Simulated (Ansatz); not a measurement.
A made-up structure of AlSiH₄O, doublet:

```
7
angstrom
O -1.8926 -0.3274 -0.8269
Si 1.1678 0.2164 0.9564
Al -0.2653 -0.0708 -0.8917
H -2.2855 -0.3607 0.0480
H 0.0632 -0.0671 -2.3757
H 2.5456 0.4267 0.6844
H 0.5848 0.1650 2.2502
```

It is relaxed with PBE-D4/def2-SVP and then PBE0-D4/def2-TZVP (Ansatz 0.2.0). Atoms count as bonded within 1.22 times the sum of their covalent radii (H–H: 0.88 Å). The end point is not checked to be a true minimum.

(1) Does its bonding change? (Judge from chemistry; the calculation decides.)

Answers

(1) By the calculation: No: no bond forms or breaks.

Where it ends: The first stage lowers the energy by 0.47 eV in 7 steps. It ends as AlSiH₄O ([OH][AlH][SiH2]):
O1  (-1.976, -0.338, -0.755)
Si2  (1.123, 0.208, 0.882)
Al3  (-0.317, -0.083, -0.996)
H4  (-2.397, -0.377, 0.101)
H5  (0.206, -0.048, -2.482)
H6  (2.589, 0.436, 0.790)
H7  (0.690, 0.184, 2.304)
(Å)

Labels in which every atom is bracketed show which atoms are joined, not bond orders.

For scale, one of the runs: PBE0-D4/def2-TZVP relaxation, 129 basis functions, launched by `ansatz run in.yaml --threads 2 --pin off --events-out ev --progress --plain --max-ram 4352MiB`. The run took about 26 s on 2 CPU threads of an Arm Neoverse V1 (shared host).
